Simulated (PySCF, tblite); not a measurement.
Compound: C4H9OP.
Structure used (GFN2-xTB), in Å, numbered top down from 1:
```xyz
15
C4H9OP angstrom
C      1.861    0.005    0.194
C      0.423    0.144   -0.272
C     -0.444   -1.126   -0.112
P     -1.867   -0.074    0.393
O     -2.755   -0.423    1.501
C     -0.454    1.092    0.578
H      2.381    0.958    0.112
H      2.388   -0.729   -0.413
H      1.896   -0.318    1.232
H      0.408    0.469   -1.315
H     -0.125   -1.721    0.747
H     -0.518   -1.771   -0.984
H     -2.523    0.289   -0.782
H     -0.139    1.097    1.623
H     -0.536    2.117    0.225
```

Level of theory: CAM-B3LYP/def2-SVPD in PySCF (dipole) on a GFN2-xTB geometry, gas phase.

Take the most abundant isotopes and a rigid rotor. The values belong to one conformer with, in the numbering `[CH3:1][C@H:2]1[CH2:3][P@@H:4](=[O:5])[CH2:6]1`, C1–C2–C3–P4 141°, C2–C3–P4–O5 -137°, C3–P4–C6–C2 16°, C1–C2–C6–P4 -141°.

What are A, B and C (GHz)?

Ia = 69.77, Ib = 273.22, Ic = 296.83 u·Å²; 505379 MHz·u·Å²/I gives 7244, 1850 and 1703 MHz, that is A = 7.2435, B = 1.8497, C = 1.7026 GHz.

What kind of rotor is it?

A near-prolate asymmetric top: κ = (2 × 1850 − 7244 − 1703)/(7244 − 1703) = -0.95.

What does the inertial defect say?

Not planar: Δ = Ic − Ia − Ib = -46.16 u·Å². For a rigid frame Δ = −2 Σ m c², so Σ m c² = 23.08 u·Å² lies off the ab plane: 10.13 from hydrogen and 12.95 from heavier atoms. The atom farthest from that plane is 1.63 Å away.

Give the other two planar moments, Paa and Pbb, and the rms extents of the mass along the axes.

Paa = Σ m a² = (Ib + Ic − Ia)/2 = 250.14 and Pbb = Σ m b² = (Ia + Ic − Ib)/2 = 46.69 u·Å². With the mass M = 104.04 u, the rms extents √(P/M) along a, b and c are 1.55, 0.67, 0.47 Å.

List the rotational levels J(Ka,Kc) to J = 2 (MHz).

Above 0(0,0):
J = 1: 1(0,1) 3552, 1(1,1) 8946, 1(1,0) 9093
J = 2: 2(0,2) 10654, 2(1,2) 15904, 2(1,1) 16345, 2(2,1) 32526, 2(2,0) 32529
The levels of one J sum to (2J + 1)J(J + 1)(A + B + C)/3.

Predict some low-J microwave lines.

The dipole components are |μa| = 4.13 D, |μb| = 0.00 D, |μc| = 2.14 D; the mirror of this Cs structure is the ac plane, so μb vanishes by symmetry and there are no b-type lines. The squared components, which scale the intensities, stand as 1.00 : 0.27 (a : c). Some lines, for components of 0.1 D or more:

```tsv
type	branch	J(Ka,Kc)	MHz	lower level (cm⁻¹)
c	Q	2(1,2) ← 2(0,2)	5250	0.355
c	Q	1(1,1) ← 1(0,1)	5394	0.118
a	R	3(2,2) ← 2(2,1)	10657	1.085
a	R	4(2,3) ← 3(2,2)	14207	1.440
a	R	4(3,2) ← 3(3,1)	14215	2.352
a	R	4(3,1) ← 3(3,0)	14215	2.352
c	R	3(1,2) ← 2(0,2)	16567	0.355
c	R	2(2,0) ← 1(1,0)	23436	0.303
c	R	2(2,1) ← 1(1,1)	23580	0.298
c	R	4(4,1) ← 3(3,1)	52481	2.352
```

Estimate the classical rotational partition function at 50 K, 100 K and 200 K.

Point group Cs, symmetry number σ = 1; q = (√π/σ)·√((kT/h)³/(ABC)), k/h = 20836.6 MHz/K: 12500 at 50 K, 35300 at 100 K, 99800 at 200 K.

Its GFN2-xTB frequencies are all real (lowest 81 cm⁻¹). No vibrational averaging or centrifugal distortion is included, and the geometry carries the error of its method. A rigid rotor knows nothing of internal rotation, which can split or shift real lines.
